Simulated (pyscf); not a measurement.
# Routes from H₂N–Ga(Cl)–Cl (SMILES [NH2][Ga]([Cl])[Cl]) + H₂ (SMILES [H][H])

Candidate steps break at most two bonds and form at most two. Each was searched with GFN2-xTB (tblite) first. Optimised with ωB97X-D3(BJ)/def2-SVP in PySCF. Energies: ωB97M-D3(BJ)/def2-TZVP, kcal/mol, from the separated reactants, singlet surface; ΔG‡ with ideal gas, 1 atm, RRHO with modes under 100 cm⁻¹ raised to 100, one conformer, R ln 2 for chiral ones without a mode under 150 cm⁻¹.

| products | type | ΔE‡ | ΔE | ΔG‡ 298 K | ΔG‡ 900 K | ν‡ (cm⁻¹) |
|---|---|---|---|---|---|---|
| NH₃ + Cl–GaH–Cl | four-centre exchange | 22.7 | +3.3 | 32.3 | 51.3 | 1367i |
| H₂N–GaH–Cl + HCl | four-centre exchange | 35.6 | +20.7 | 43.7 | 61.3 | 1090i |

Row 1: On the product side the descent ends in an adduct with a Ga–N contact, 31.7 kcal/mol under the separated species and 48.9 kcal/mol under the saddle at ωB97X-D3(BJ)/def2-TZVP. Row 2: On the product side the descent ends in a complex, 6.2 kcal/mol under the separated species and 18.2 kcal/mol under the saddle at ωB97X-D3(BJ)/def2-TZVP. 

Plain bond fissions and candidates not yet searched are not listed, and one of them may be faster. Each barrier is that of the saddle found; lower ones may exist. Elements up to Kr have no core potential and no relativistic terms here.
